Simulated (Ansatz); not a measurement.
This script for a ladder of basis sets of BH5OSi, SMILES OB[SiH3] with Ansatz 0.2.0 through its Python package holds a mistake.

The script, `bh5osi_basis.py`:
```python
# -*- coding: utf-8 -*-
'''Basis-set convergence for BH5OSi.'''

import warnings

import ansatz as az

GEOMETRY = '''
O    -1.57800    0.80360   -0.59110
B    -0.17800    0.74580   -0.49230
Si    0.58810   -0.59180    0.64840
H    -1.78690    0.26170   -1.36080
H     0.51980    1.48320   -1.11420
H     0.16670   -0.36470    2.04320
H     2.11280   -0.48140    0.60710
H     0.24760   -1.91360    0.20390
'''

warnings.simplefilter('ignore', az.DeckWarning)

mol = az.Crystal.molecule()
for line in GEOMETRY.strip().splitlines():
    symbol, *xyz = line.split()
    mol = mol.atom(symbol, [float(v) for v in xyz])

setup = mol.calculation().correlation('mp2')

energies = {}
for basis in ['cc-pVDZ', 'cc-pVTZ']:
    r = setup.basis(gaussian=basis).run(outdir='tmp').report
    size = r['n_frozen'] + r['n_occupied'][0] + r['n_virtual'][0]
    energies[basis] = (r['reference_energy_ev'] / 27.211386246, r['free_energy_ev'] / 27.211386246)
    print(f'{basis:14s} {size:4d} orbitals  reference {energies[basis][0]:14.6f} Ha  total {energies[basis][1]:14.6f} Ha')

# two-point extrapolation: the basis-set error of the correlation energy falls as X^-3
small, large = (energies[b][1] - energies[b][0] for b in ('cc-pVDZ', 'cc-pVTZ'))
limit = (3 ** 3 * large - 2 ** 3 * small) / (3 ** 3 - 2 ** 3)
print(f'correlation energy: {small:.6f} and {large:.6f} Ha, extrapolated {limit:.6f} Ha')
print(f'share caught by the larger set: {100 * large / limit:.1f} %')
```

`python bh5osi_basis.py` gives:
```text
Traceback (most recent call last):
  File "bh5osi_basis.py", line 30, in <module>
    r = setup.basis(gaussian=basis).run(outdir='tmp').report
        ~~~~~~~~~~~~~~~~~~~~~~~~~~~~~~~^^^^^^^^^^^^^^
TypeError: Calculation.run() got an unexpected keyword argument 'outdir'
```

What is wrong, and how is it mended?

The fault: run() has no such keyword. Mended:

```diff
--- before
+++ after
@@ -29,3 +29,3 @@
 for basis in ['cc-pVDZ', 'cc-pVTZ']:
-    r = setup.basis(gaussian=basis).run(outdir='tmp').report
+    r = setup.basis(gaussian=basis).run().report
     size = r['n_frozen'] + r['n_occupied'][0] + r['n_virtual'][0]
```

After the fix:

```console
$ python bh5osi_basis.py
cc-pVDZ          71 orbitals  reference    -391.383639 Ha  total    -391.758683 Ha
cc-pVTZ         164 orbitals  reference    -391.434269 Ha  total    -391.905683 Ha
correlation energy: -0.375044 and -0.471414 Ha, extrapolated -0.511992 Ha
share caught by the larger set: 92.1 %
```

Caveats:
- The drop along the ladder measures the basis error, and is no property of the molecule.
- The geometry is a force-field or estimated start, not a minimum of this method, and the last set is no limit. Much of the fall in a total is atomic energy, which cancels in bond and reaction energies.
- Inner cores stay frozen, so this is valence correlation.
- For Al to Cl the sets with a tight d function, cc-pV(X+d)Z, are usual.
- An extrapolation from small basis sets is rough.
- Hardware and time: 3.6 s on 1 thread of Arm Neoverse V1, with other jobs on the host, peak memory 0.31 GiB.

(A comment or docstring line of the script was reworded after the run, the code is as it ran; lines on the test bed's own set-up are left out of the output.)
